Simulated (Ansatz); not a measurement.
2H WSe2 was calculated with LDA (Ansatz, a quantum-chemistry and plane-wave program, plane waves, PAW).

Numerical settings: plane-wave cutoff 520 eV, 12×12×4 k mesh (along the axes of the cell as run), Fermi–Dirac smearing 0.01 eV, no spin polarisation, scalar-relativistic PAW data made under PBE.

Computed at the level's own relaxed cell.

### Question
Predict the Γ–Γ gap, lattice parameter c, equilibrium volume per atom, band gap and smallest direct gap on the k points sampled.

### Answer

- Γ–Γ gap: 2.73 eV
- lattice parameter c: 12.819 Å
- equilibrium volume per atom: 19.54 Å³/atom
- band gap: 0.86 eV
- smallest direct gap on the k points sampled: 1.62 eV

Measured, for comparison: lattice parameter c 12.96 Å (300 K, no zero-point or thermal correction; as tabulated in arXiv:1605.07067). Computed (rounded) less measured: lattice parameter c -1.1 %. A static lattice is as a rule a little smaller and stiffer than an uncorrected measurement, which narrows the difference in the lattice parameter c and would widen misses of the other sign.

Note: the bulk modulus comes from volumes at which shape and atoms were relaxed.

Spin–orbit coupling is not included.

The computed numbers hold no vibrational or temperature effects.
